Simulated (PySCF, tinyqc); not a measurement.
MP2 on RHF in the sto-3g basis, frozen core, for HF, spin multiplicity 1, step by step. The lowest restricted solution is unstable here: a spin-polarised one lies 0.0065 hartree lower (PySCF). One step of it, computed by the program tinyqc.

Question. Second-order Moller-Plesset energy. E2 = sum_ijab (ia|jb) [2 (ia|jb) - (ib|ja)] / (e_i + e_j - e_a - e_b) over occupied i, j and virtual a, b; the opposite-spin part is (ia|jb)^2 / denominator, the rest is same-spin, and SCS-MP2 scales them by 6/5 and 1/3.

orbital energies (hartree): MO1 -25.928706, MO2 -1.410979, MO3 -0.471264, MO4 -0.463875, MO5 -0.463875, MO6 0.335410

Two-electron integrals over orbitals (pq|rs), unique and non-zero (hartree); the lowest 1 orbital is frozen and left out:
```
(22|22) 0.874907    (32|22) -0.045630   (32|32) 0.132091    (33|22) 0.684799
(33|32) -0.012264   (33|33) 0.668424    (42|42) 0.190001    (43|42) -0.026305
(43|43) 0.034437    (44|22) 0.896534    (44|32) -0.063450   (44|33) 0.671010
(44|44) 0.997514    (52|52) 0.190001    (53|52) -0.026305   (53|53) 0.034437
(54|54) 0.053770    (55|22) 0.896534    (55|32) -0.063450   (55|33) 0.671010
(55|44) 0.889973    (55|55) 0.997514    (62|22) -0.080431   (62|32) -0.078988
(62|33) -0.021309   (62|44) -0.079851   (62|55) -0.079851   (62|62) 0.091357
(63|22) -0.243607   (63|32) 0.077256    (63|33) -0.090947   (63|44) -0.250948
(63|55) -0.250948   (63|62) 0.034246    (63|63) 0.237016    (64|42) -0.026826
(64|43) -0.022786   (64|64) 0.028825    (65|52) -0.026826   (65|53) -0.022786
(65|65) 0.028825    (66|22) 0.634831    (66|32) 0.043322    (66|33) 0.644097
(66|44) 0.619956    (66|55) 0.619956    (66|62) -0.051730   (66|63) -0.027164
(66|66) 0.669202
```

Hartree-Fock energy = -98.49435289 hartree

Give: Terms; Pair energies; MP2 correlation energy; SCS-MP2 correlation energy; MP2 total energy.

Answer.

Terms:
```
i  j  a  b  (ia|jb)  (ib|ja)  denominator       term
3  3  6  6   0.2370   0.2370      -1.6133    -0.0348
2  2  6  6   0.0914   0.0914      -3.4928    -0.0024
5  5  6  6   0.0288   0.0288      -1.5986    -0.0005
4  4  6  6   0.0288   0.0288      -1.5986    -0.0005
2  3  6  6   0.0342   0.0342      -2.5531  -4.59e-04
3  2  6  6   0.0342   0.0342      -2.5531  -4.59e-04
```

Pair energies (hartree; pair i-j sums ij and ji):
```
pair  opposite spin  same spin
2-2         -0.0024     0.0000
3-2         -0.0009     0.0000
3-3         -0.0348     0.0000
4-4         -0.0005     0.0000
5-5         -0.0005     0.0000
```

MP2 correlation energy = -0.039168 hartree

SCS-MP2 correlation energy = -0.047001 hartree

MP2 total energy = -98.533521 hartree
